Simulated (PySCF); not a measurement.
Molecule: 3-butenal (C=CCC=O, C₄H₆O).

Geometry (Å), atoms numbered from 1 in this order:
```xyz
11

C    -1.787    0.540    0.275
C    -0.551    0.576   -0.221
C     0.375   -0.593   -0.285
C     1.763   -0.315    0.233
O     2.154    0.756    0.608
H    -2.421    1.429    0.292
H    -2.214   -0.381    0.686
H    -0.151    1.519   -0.609
H    -0.027   -1.472    0.249
H     0.514   -0.936   -1.331
H     2.443   -1.208    0.233
```

Spin–spin couplings on one PBE0-D3(BJ)/def2-SVP geometry, PySCF 2.14, gas phase, non-relativistic, equivalent pairs averaged (without the spin–dipole term); isotopes 13C, 1H, 17O; basis pcJ-1.

Q: How do the couplings (Hz) change with the functional? Times are CPU seconds on shared hosts with different chips, so compare them loosely; the GGAs took longer than the global hybrids here, which isn't the general rule, and the cause wasn't traced.

A: 
```tsv
functional	functions	1J(C4,H11)	1J(C1,H6)	1J(C2,H8)	1J(C1,H7)	1J(C3,H9)	1J(C1,C2)	1J(C4,O5)	core-s
LDA	195	139.3	132.2	128.7	125.9	98.5	57.1	39.6	18
PBE	195	160.6	155.8	152.5	149.2	118.1	69.8	38.1	24
KT2	195	172.2	167.1	162.2	159.1	124.2	58.3	43.7	23
B3LYP	195	176.2	170.5	166.2	163.3	129.8	78.1	33.7	20
PBE0	195	167.2	161.4	158.5	154.5	122.6	75.7	33.8	18
B97-2	195	161.4	155.3	151.5	148.8	116.1	74.9	32.1	18
BHandHLYP	195	189.9	184.1	180.7	176.5	140.6	91.1	25.9	20
CAM-B3LYP	195	175.2	167.9	164.5	160.6	127.7	76.7	33.2	25
``` Left out for a near triplet instability: HF/pcJ-1.
